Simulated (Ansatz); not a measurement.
**MgBH (singlet): wave-function methods side by side at distance B1–H3 = 1.232 Å, cc-pVDZ**

How much of the correlation energy of MgBH (singlet) does each wave-function method recover here?

Method: cc-pVDZ, core rule «outside noble gas», up to 6 orbitals frozen; program: Ansatz 0.2.0, Gaussian basis.

To be run: UHF; CCSD(T) on RHF; CCSD(T) on UHF; BCCD(T) on RHF; CISD; CCSDT(Q) on RHF; CCSDT(Q) on UHF; CASSCF and MRCISD+Q, 2 electrons in 2 orbitals; CASSCF and NEVPT2, 2 electrons in 2 orbitals; Full CI.

22 further runs of the same task are left out: 6 for a known fault of the program, 13 that didn't finish, 3 set aside as unsound or not needed. Runs told in other sessions of the task aren't counted.

**1. The geometry**

The geometry derives from a PBE0/def2-TZVP stationary point (not a proven minimum). One bond is set to the value named and the two fragments are kept rigid.

3 atoms, charge 0, spin multiplicity 1.

Atoms are counted from 1 here; the program's logs count them from 0.

Bond lengths: B1–Mg2 2.396 Å, B1–H3 1.232 Å. Angles: Mg2–B1–H3 107.0°.

**2. UHF**

The input, in.yaml:

```yaml
crystal:
  periodic: [false, false, false]
  atoms:
    - {symbol: B, position_ang: [0.000000, -0.189866, 1.590848]}
    - {symbol: Mg, position_ang: [0.000000, 0.045170, -0.793215]}
    - {symbol: H, position_ang: [0.000000, 0.947259, 2.064053]}
basis:
  gaussian: {orbitals: cc-pVDZ}
magnetization: {spin_polarized: true, initial_magnetization: 0}
hamiltonian: {xc: hf}
output: {orbitals: {seedname: orbitals}}
```

Launch:

```sh
$ ansatz run in.yaml --threads 1 --pin off --events-out ev --progress --plain --max-ram 2393MiB
```

After this run come: CCSD(T) on RHF; CCSD(T) on UHF; BCCD(T) on RHF; CISD; CCSDT(Q) on RHF; CCSDT(Q) on UHF; CASSCF and MRCISD+Q, 2 electrons in 2 orbitals; CASSCF and NEVPT2, 2 electrons in 2 orbitals; Full CI.

Q: Predict the results of all the runs planned. Wanted: FCI from the RHF energy; RMP2 from FCI; UMP2 from FCI; RCCSD from FCI; RCCSD(T) from FCI; UCCSD(T) from FCI; RCCSDT(Q) from FCI; UCCSDT(Q) from FCI; NEVPT2 pair from FCI.

As calculated:

| quantity | value |
| --- | --- |
| FCI from the RHF energy | -3.8937 eV |
| RMP2 from FCI | +115.2 kJ/mol |
| UMP2 from FCI | +109.2 kJ/mol |
| RCCSD from FCI | +20.3 kJ/mol |
| RCCSD(T) from FCI | +4.5 kJ/mol |
| UCCSD(T) from FCI | +12.9 kJ/mol |
| RCCSDT(Q) from FCI | +0.1 kJ/mol |
| UCCSDT(Q) from FCI | -0.1 kJ/mol |
| NEVPT2 pair from FCI | +80.4 kJ/mol |
| MRCISD+Q pair from FCI | +0.5 kJ/mol |
| levels within 1 kcal/mol (43 meV) | RCCSDT, UCCSDT, RCCSDT(Q), UCCSDT(Q), MRCISD+Q pair |
| T1 diagnostic | 0.042 |
| effectively unpaired electrons | 0.48 |

**Reading.** RCCSD(T) lands +4.5 kJ/mol from the yardstick (1.2 % of the correlation energy). CCSD(T) misses by +4.5 kJ/mol on the restricted determinant and by +12.9 kJ/mol on the unrestricted one; the two need not hold the same state or core. The occupations show static correlation (0.48 effectively unpaired electrons where one determinant has 0). Of the multireference levels listed MRCISD+Q pair comes nearest in total energy (+0.5 kJ/mol), which doesn't show that its space is the better one. These misses are within one basis, not against nature.
